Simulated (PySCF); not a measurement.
Start geometry of glyoxal, `O=CC=O` from GFN2-xTB (Å):
```
atom  x, y, z in Å
O1     1.393   -0.316    0.975
C2     0.757   -0.057   -0.005
C3    -0.756    0.058   -0.003
O4    -1.394    0.319   -0.981
H5     1.215    0.122   -0.994
H6    -1.212   -0.123    0.986
```

Q: What comes out of this run: PySCF 2.14.0, CAM-B3LYP/6-31+G* geometry optimisation, gas phase?

A: 
```
atom  x, y, z in Å
O1     1.452   -0.239    1.056
C2     0.808   -0.022    0.060
C3    -0.712    0.014    0.099
O4    -1.357    0.230   -0.897
H5     1.264    0.163   -0.930
H6    -1.169   -0.172    1.089
```

The energy falls by 0.46 kcal/mol over 6 energy and gradient evaluations, the largest force component goes from 0.0218 to 3.2e-04 Eh/bohr, and the atoms move by 0.015 Å rms after alignment. Among the bonds, O1=C2 and C3=O4 change most and about equally (+0.009 Å). Bonds longer at the end by more than 0.005 Å: 2 of 5; shorter: 0. Among the angles that change most is C2–C3–O4, from 123.2° to 121.2°. Rotational constants go from 58324, 4763, 4403 to 55634, 4801, 4420 MHz. The orientation of the end geometry is arbitrary; only internal coordinates are fixed.

The run used 76 basis functions and 39 SCF cycles in all.

Stationary, but not proved a minimum. The numbers are those of one conformer.
